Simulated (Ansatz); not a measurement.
## Isomers of C4H4F2

2 of its isomers, all singlets with charge 0: A = `FC1(F)C=CC1`; B = `FC1=CCC1F`.

Shapes, held fixed at every level: PBE0-D4/def2-TZVP. Programs: Ansatz 0.2.0.

A:

```xyz
10

F    -1.9106   -0.6065    0.2924
C    -0.5574   -0.6642    0.2685
F    -0.2182   -1.8054    0.9148
C     0.0886   -0.4471   -1.0694
C     0.7119    0.6523   -0.6457
C     0.1629    0.6103    0.7654
H     0.0432   -0.9946   -2.0012
H     1.3843    1.3501   -1.1289
H     0.8887    0.4314    1.5609
H    -0.5102    1.4227    1.0460
```

B:

```xyz
10

F     2.2324    0.3441   -0.8287
C     1.0494    0.0509   -0.3272
C     0.5565   -0.9931    0.3295
C    -0.8128   -0.3498    0.4398
C    -0.2320    0.8085   -0.4167
F    -0.2593    2.0512    0.1667
H     0.9452   -1.9554    0.6311
H    -1.0889   -0.0135    1.4404
H    -1.6456   -0.8926   -0.0136
H    -0.6617    0.8987   -1.4183
```

Electronic energies in kJ/mol, without zero-point or thermal terms.

```csv
level,kind,B − A
PBE-D4/def2-TZVPP,GGA,+23.4
r2SCAN-D4/def2-TZVPP,meta-GGA,+30.0
BHLYP-D4/def2-TZVPP,global hybrid,+32.3
PBE0-D4/def2-TZVPP,global hybrid,+26.9
MP2/def2-SVP,perturbation theory,+36.1
CCSD(T)/def2-TZVPP,coupled cluster or CI,+32.1
CCSD/def2-TZVPP,coupled cluster or CI,+32.8
CCSD(T)/CBS estimate,coupled cluster or CI,+33.2
```

The highest level, CCSD(T)/CBS estimate, puts A lowest of these. All levels agree on that. The B − A difference spans +23.4 to +36.1 kJ/mol over the levels. The CBS estimate extrapolates MP2 from def2-TZVPP and def2-QZVPP and adds CCSD(T) − MP2 in the triple-zeta set, cores frozen.
